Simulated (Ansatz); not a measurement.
## Copper, fcc: convergence with Methfessel-Paxton smearing

Computed with Ansatz, r²SCAN, scalar-relativistic PAW, on the relaxed cell (a = 3.576 Å; spin not included). Errors count from a run at 500 eV on a Γ-centred 25×25×25 mesh with Fermi-Dirac smearing of 0.1 eV, extrapolated to zero width. Fixed here: cutoff 500 eV, mesh 15×15×15. The SCF starts from atomic densities corrected by a trained network.

| width (eV) | E(σ→0) error (meV/atom) | F error (meV/atom) | P (GPa) | SCF iterations |
| --- | --- | --- | --- | --- |
| 0.01 | 0.4 | 0.3 | -0.16 | 7 |
| 0.03 | 0.3 | 0.3 | -0.17 | 7 |
| 0.1 | 0.0 | 0.0 | -0.20 | 7 |
| 0.2 | 0.1 | 0.0 | -0.17 | 7 |
| 0.3 | -0.1 | -0.3 | -0.11 | 7 |
| 0.6 | -0.4 | -0.1 | -0.01 | 7 |
| 1.0 | -11.4 | 10.4 | -0.79 | 7 |
